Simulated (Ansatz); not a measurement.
**Si2H4 (SMILES [SiH][SiH3]) at 6 levels**

Aim: a comparison of 6 runs (UHF/STO-3G, U-r2SCAN0/STO-3G, U-wB97M-V/STO-3G, UBHLYP/STO-3G, UBCCD(T)/STO-3G, UCCSDT/STO-3G) of Si2H4. 

Program for the calculation: Ansatz 0.2.0.

29 further runs of the same task are left out: 29 set aside as unsound or not needed.

## (1) The molecule

Si2H4: 6 atoms, total charge 0, spin state triplet. As SMILES, `[SiH][SiH3]`. The Si2–Si1 distance was set to 2.817 Å, away from the relaxed value.

Bond lengths: Si1–H3 1.473 Å, Si2–H4 1.467 Å, Si2–H5 1.474 Å, Si2–H6 1.474 Å. Angles: H4–Si2–H5 107.9°, H4–Si2–H6 107.9°, H5–Si2–H6 104.3°. A long bond or contact: Si1–Si2 2.817 Å.

## (2) The energy at UHF/STO-3G (run 1)

Contents of job.yaml:

```yaml
crystal:
  periodic: [false, false, false]
  atoms:
    - symbol: Si
      position_ang: [0.478423, -2.100636, 0.420595]
    - symbol: Si
      position_ang: [-0.300130, 0.523270, -0.245660]
    - symbol: H
      position_ang: [1.583633, -2.542576, 1.289005]
    - symbol: H
      position_ang: [-1.456530, 0.376070, -1.136010]
    - symbol: H
      position_ang: [0.714920, 1.325330, -0.951090]
    - symbol: H
      position_ang: [-0.708920, 1.369020, 0.889660]
basis:
  gaussian: {orbitals: STO-3G}
magnetization: {spin_polarized: true, initial_magnetization: 2}
accuracy: high
hamiltonian: {xc: hf}
```

Launch:

```
$ ansatz run job.yaml --threads 1 --pin off --max-ram 2610MiB --events-out events.jsonl --progress --plain --runs-dir runs
```

The program printed:

```text
Warning: RAYON_NUM_THREADS=1 ignored (pool sized by the plan → 1); use --threads N
Functional definition: HF
  name "HF"
  exchange = exact_x
  correlation = 0
374 factors; integrals over basis functions are off by at most 1.1e-8 eV
mean field evaluation 1: about -15601.3851 eV, gradient 6.5e0 eV
mean field evaluation 2: about -15601.3951 eV, gradient 6.5e0 eV
mean field evaluation 4: about -15602.1213 eV, gradient 1.3e0 eV
mean field evaluation 8: about -15602.1811 eV, gradient 9.0e-3 eV
mean field -15602.18105443 eV, -573.3695782121 hartree, gradient 7.3e-8 eV, S^2 2.060542; 0 other end points of the search recorded, 0 dependent functions left out
reference -15602.18105443 eV, -573.3695782121 hartree; 17, 15 occupied and 5, 7 virtual orbitals, 374 factors
Total energy: -15602.18105443 eV, -573.3695782121 hartree
```

Run time: 0.14 s. Hardware: 1 thread of AMD EPYC 9R14 (Zen 4), shared host.

## (3) The energy at U-r2SCAN0/STO-3G (run 2)

Contents of job.yaml:

```yaml
crystal:
  periodic: [false, false, false]
  atoms:
    - {symbol: Si, position_ang: [0.478423, -2.100636, 0.420595]}
    - {symbol: Si, position_ang: [-0.300130, 0.523270, -0.245660]}
    - {symbol: H, position_ang: [1.583633, -2.542576, 1.289005]}
    - {symbol: H, position_ang: [-1.456530, 0.376070, -1.136010]}
    - {symbol: H, position_ang: [0.714920, 1.325330, -0.951090]}
    - {symbol: H, position_ang: [-0.708920, 1.369020, 0.889660]}
basis:
  gaussian:
    orbitals: STO-3G
magnetization:
  spin_polarized: true
  initial_magnetization: 2
hamiltonian:
  xc: {name: r2SCAN0}
accuracy: high
```

Launch:

```
$ ansatz run job.yaml --threads 1 --pin off --max-ram 2610MiB --events-out events.jsonl --progress --plain --runs-dir runs
```

The program printed:

```text
Warning: RAYON_NUM_THREADS=1 ignored (pool sized by the plan → 1); use --threads N
Functional definition: r2SCAN0
  name "r2SCAN0"
  parameter a = 0.25
  parameter k0 = 0.174
  parameter k1 = 0.065
  parameter a1 = 4.9479
  exchange = (1 - a)*r2scan_x(k0 = k0, k1 = k1, a1 = a1) + a*exact_x
  correlation = r2scan_c
374 factors; integrals over basis functions are off by at most 1.1e-8 eV
mean field evaluation 1: about -15630.7921 eV, gradient 8.4e0 eV
mean field evaluation 2: about -15631.1472 eV, gradient 6.2e0 eV
mean field evaluation 4: about -15631.5340 eV, gradient 3.8e-1 eV
mean field evaluation 8: about -15631.4873 eV, gradient 1.4e-2 eV
mean field evaluation 16: about -15631.4873 eV, gradient 1.9e-5 eV
mean field -15631.48726588 eV, -574.4465616186 hartree, gradient 3.5e-8 eV, S^2 2.004287; 0 other end points of the search recorded, 0 dependent functions left out
reference -15631.48726671 eV, -574.4465616489 hartree; 17, 15 occupied and 5, 7 virtual orbitals, 374 factors
Total energy: -15631.48726671 eV, -574.4465616489 hartree
```

Run time: 3.9 s. Hardware: 1 thread of AMD EPYC 9R14 (Zen 4), shared host; peak memory 0.27 GiB.

Runs 3 to 5 aren't shown in full; the table further down has their settings and results.

## (4) The energy at UCCSDT/STO-3G (run 6)

Contents of input.yaml:

```yaml
crystal:
  periodic: [false, false, false]
  atoms:
    - {symbol: Si, position_ang: [0.478423, -2.100636, 0.420595]}
    - {symbol: Si, position_ang: [-0.300130, 0.523270, -0.245660]}
    - {symbol: H, position_ang: [1.583633, -2.542576, 1.289005]}
    - {symbol: H, position_ang: [-1.456530, 0.376070, -1.136010]}
    - {symbol: H, position_ang: [0.714920, 1.325330, -0.951090]}
    - {symbol: H, position_ang: [-0.708920, 1.369020, 0.889660]}
basis:
  gaussian:
    orbitals: STO-3G
magnetization:
  spin_polarized: true
  initial_magnetization: 2
correlation:
  method: ccsdt
  frozen_orbitals: {H: 0, Si: 5}
accuracy: high
scf:
  omitted_lower_state_checks: [cluster_reference, increment]
```

Launch:

```
$ ansatz run input.yaml --threads 1 --pin off --max-ram 2610MiB --events-out events.jsonl --progress --plain --runs-dir runs
```

The program printed:

```text
Warning: RAYON_NUM_THREADS=1 ignored (pool sized by the plan → 1); use --threads N
[... 11 lines left out ...]
10 core orbitals not correlated: weight in the atoms' cores, before any rotation towards them, 1.000 or more for the frozen orbitals, at most 0.000 for the correlated occupied ones
[... 32 lines left out ...]
Total energy: -15604.91959165 eV, -573.4702175989 hartree
Checks for a lower state left out: cluster_reference, increment
```

Wall time 0.68 s (1 thread of AMD EPYC 9R14 (Zen 4), shared host).

## (5) The series

```csv
run,level,frozen core orbitals,energy (Eh),⟨S²⟩,wall time
1,UHF/STO-3G,–,-573.369578,2.061,0.14 s
2,U-r2SCAN0/STO-3G,–,-574.446562,2.004,3.9 s
3,U-wB97M-V/STO-3G,–,-574.508857,2.005,14 s
4,UBHLYP/STO-3G,–,-574.483400,2.012,1.6 s
5,UBCCD(T)/STO-3G,10,-573.469559,2.061,0.28 s
6,UCCSDT/STO-3G,10,-573.470218,2.061,0.68 s
```

## (6) Outcome

| quantity | value |
| --- | --- |
| run 6: total energy | -573.47022 Eh |
| run 6: correlation energy (10 core orbitals frozen) | -100.6 mEh |
| run 6: ⟨S²⟩ of the reference determinant | 2.061 |
| run 6: T1 diagnostic | 0.034 |

What this shows: Below the UHF energy at the same shape and in the same basis (STO-3G): UBCCD(T) -100.0 mEh; UCCSDT -100.6 mEh. Totals of different functionals can't be ranked against each other. In runs 1, 2, 3, 4, 5, 6 the basis is minimal, so the values are rough. All runs together took 21 s, the longest 14 s.
